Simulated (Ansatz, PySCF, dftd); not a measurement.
System: CH3S, charge 0, doublet. CH3S (SMILES [CH2]S, doublet).
B3LYP-D3(BJ)/def2-TZVP minimum from Ansatz (an electronic-structure program):
```
C
H 1 1.0766
H 1 1.0777 2 121.19
S 1 1.7159 2 121.95 3 -180.00
H 4 1.3430 1 98.20 2 0.00
```
Charge 0, spin multiplicity 2.

Property: enthalpy of formation at 298 K (by atomisation, with ideal-gas terms from PySCF's Hessian at B3LYP-D3(BJ)/def2-TZVP and the atoms' measured values of the G2/97 table; no spin-orbit terms), in kcal/mol. Radicals and triplets start from unrestricted determinants; spin-orbit coupling is neglected. Cores are frozen in correlated methods. Rows without X2C or -DK are non-relativistic. CBS(X,Y): correlation extrapolated as X^-3, Hartree-Fock from the larger set (Q,5: extrapolated as (X+1)exp(-9√X)). A bracket is a step between two methods taken in the basis named. Functionals run without relativity, which enters their misses. Double hybrids freeze cores in their MP2 part. 'core' is core correlation in cc-pwCVTZ (1s frozen past Ne), 'X2C' scalar relativity in cc-pVTZ-DK, both at CCSD(T). For partners of very few electrons the exact lower level stands in for a higher one.

| level | program | enthalpy of formation at 298 K (kcal/mol) | difference against the last row |
|---|---|---|---|
| B3LYP-D3(BJ)/def2-TZVPD | Ansatz + dftd3 | 34.6 | -1.6 |
| PBE0/def2-TZVPD | Ansatz | 34.5 | -1.7 |
| B2GP-PLYP-D4/def2-TZVPD | Ansatz + dftd4 | 43.3 | 7.1 |
| CCSD/cc-pV(5+d)Z | Ansatz | 45.1 | 8.9 |
| CCSDT(Q)/cc-pV(D+d)Z | Ansatz | 68.1 | 31.9 |
| CCSD(T)/CBS(cc-pV(Q+d)Z,cc-pV(5+d)Z) + [CCSDT(Q) - CCSD(T)]/cc-pV(D+d)Z + core + X2C | Ansatz | 36.0 | -0.2 |
| CCSD(T)/CBS(cc-pV(Q+d)Z,cc-pV(5+d)Z) + [CCSDT(Q) - CCSD(T)]/cc-pV(T+d)Z + core + X2C | Ansatz | 36.2 | 0.0 |
